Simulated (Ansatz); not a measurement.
Geometry optimisation, RKS PBE-D4/def2-SVP in Ansatz 0.2.0.

Input:

```yaml
crystal:
  periodic: [false, false, false]
  atoms:
    - { symbol: C, position_ang: [-0.3451, 0.4088, -0.2877] }
    - { symbol: C, position_ang: [0.2944, -0.3735, 0.2303] }
    - { symbol: F, position_ang: [1.0393, -1.2914, 0.8111] }
    - { symbol: H, position_ang: [-0.9331, 1.1958, -0.774] }
basis:
  gaussian: { orbitals: def2-SVP }
hamiltonian:
  xc: pbe
  dispersion: d4
relax:
  f_tol: 0.02
  max_steps: 50
output:
  orbitals: {}
```

Launched with:

```bash
$ ansatz run input.yaml --threads 1 --pin off --max-ram 2048MiB --backend cpu --events-out ev --progress --plain --runs-dir out
```

Where does it end, and by what steps?

The run converged. After 3 steps the energy has fallen by 0.435 eV; C2 moved furthest, 0.05 Å. The start is strongly strained (largest force component 8 eV/Å).

| step | energy less start (eV) | largest force component (eV/Å) | accepted |
| --- | --- | --- | --- |
| 0 | 0.0000 | 8.445 | yes |
| 1 | -0.4274 | 0.487 | yes |
| 2 | -0.4336 | 0.110 | yes |
| 3 | -0.4345 | 0.003 | yes |

```xyz
4
Properties=species:S:1:pos:R:3
C -0.354 0.446 -0.300
C 0.324 -0.405 0.245
F 1.039 -1.302 0.819
H -0.954 1.202 -0.783
```

Whether the end is a true minimum wasn't checked by a vibrational analysis.

Run time: 3.6 s on 1 CPU thread of a shared host.
